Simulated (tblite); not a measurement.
Species: C₄H₈N₂.
Numbering: `[H]/[N:6]=[C:4](/[CH2:3][N:2]=[CH2:1])[CH3:5]` (hydrogens: H7, H8 on C1; H9, H10 on C3; H11, H12, H13 on C5; H14 on N6)

Geometry (GFN2-xTB, Å), atoms numbered from 1 in this order:
```
atom  x, y, z in Å
C1     2.3044   -0.6613    0.7827
N2     1.2749    0.0273    0.9517
C3     0.5750    0.5633   -0.1809
C4    -0.8464    0.0505   -0.1795
C5    -1.6090    0.2895    1.0883
N6    -1.2544   -0.5217   -1.2210
H7     2.7438   -0.8910   -0.1939
H8     2.8050   -1.0569    1.6543
H9     1.0455    0.3161   -1.1433
H10    0.5451    1.6512   -0.0543
H11   -2.5513   -0.2555    1.0913
H12   -1.8160    1.3539    1.1899
H13   -0.9999   -0.0142    1.9369
H14   -2.2173   -0.8518   -1.1844
```

Computed values, GFN2-xTB/tblite, gas phase, harmonic and unscaled. Against measured fundamentals such values can be off by several per cent, at times by over 20. One conformer, not necessarily the lowest.

Harmonic wavenumbers (cm⁻¹): 52.5, 94.1, 116.3, 225.6, 372.0, 431.9, 478.6, 526.0, 688.7, 817.3, 868.2, 961.7, 984.9, 1010.0, 1020.9, 1039.7, 1088.2, 1136.3, 1195.9, 1286.0, 1314.9, 1377.3, 1416.8, 1435.3, 1456.8, 1466.2, 1747.9, 1760.7, 2881.3, 2887.3, 2929.4, 3014.6, 3028.7, 3038.9, 3075.2, 3326.8.

A = 6844, B = 2368, C = 2001 MHz; mass 84.069 u (most abundant isotopes); point group C1, symmetry number 1.

**Question.** What is the zero-point energy?

**Answer.** ½Σν̃ = 25276 cm⁻¹ = 302.37 kJ/mol.

**Question.** What is S at 273.15 K and 1 bar for an ideal gas of classical rigid rotors and harmonic oscillators?

**Answer.** Translation 162.30, rotation 110.61, vibration 69.00: S = 341.9 J/(mol K).

**Question.** And Cp and H(273.15 K) − H(0)?

**Answer.** Cp = 103.79 J/(mol K), of which vibrations give 70.53 (their classical limit is 36 R = 299.3); H(273.15 K) − H(0) = 18.84 kJ/mol without the zero-point energy, 9.76 from vibrations.

**Question.** What must be added to the electronic energy to get the Gibbs energy at 273.15 K and 1 bar?

**Answer.** ZPE + [H(273.15 K) − H(0)] − T·S = 302.37 + 18.84 − 93.39 = 227.82 kJ/mol.

**Question.** How do the functions run with temperature in this model?

**Answer.** 
| T (K) | S (J/(mol K)) | Cp (J/(mol K)) | H − H(0) (kJ/mol) | G − H(0) (kJ/mol) | ln q(vib) |
| --- | --- | --- | --- | --- | --- |
| 100 | 263.6 | 61.1 | 4.75 | -21.61 | 1.19 |
| 200 | 312.8 | 84.2 | 11.98 | -50.59 | 2.84 |
| 300 | 352.0 | 111.5 | 21.73 | -83.87 | 4.42 |
| 500 | 422.0 | 165.3 | 49.60 | -161.40 | 7.58 |
| 800 | 512.7 | 220.4 | 108.15 | -302.03 | 12.28 |
| 1000 | 564.7 | 244.8 | 154.80 | -409.87 | 15.28 |

q(vib) and H(0) count from the zero-point level.

**Question.** Which modes carry the vibrational entropy at 273.15 K?

**Answer.** 52.5 cm⁻¹: 19.03; 94.1 cm⁻¹: 14.23; 116.3 cm⁻¹: 12.52; 225.6 cm⁻¹: 7.35; 372.0 cm⁻¹: 3.94; 431.9 cm⁻¹: 3.07 J/(mol K); the other 30 give 8.87 together.

Hindered rotation and anharmonicity are outside this model. Other conformers, if any are populated, would add a mixing term that is left out. The structure is chiral; the term R ln 2 for an equal mix with its mirror image is left out.
